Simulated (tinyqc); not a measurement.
Worked calculation: RKS/PBE in the sto-6g basis, for H2F+, spin multiplicity 1. One step of it, computed by the program tinyqc.

Question. Iteration 2: DIIS coefficients. Solve [B -1; -1 0][c; lambda] = [0; -1] for the coefficients, which sum to one.

B (overlaps of the stored error matrices):
```
                1               2
1   2.1646869e+00  -2.8550359e+00
2  -2.8550359e+00   5.9239938e+00
```

Give: DIIS coefficients.

Answer.

DIIS coefficients: 0.636  0.364
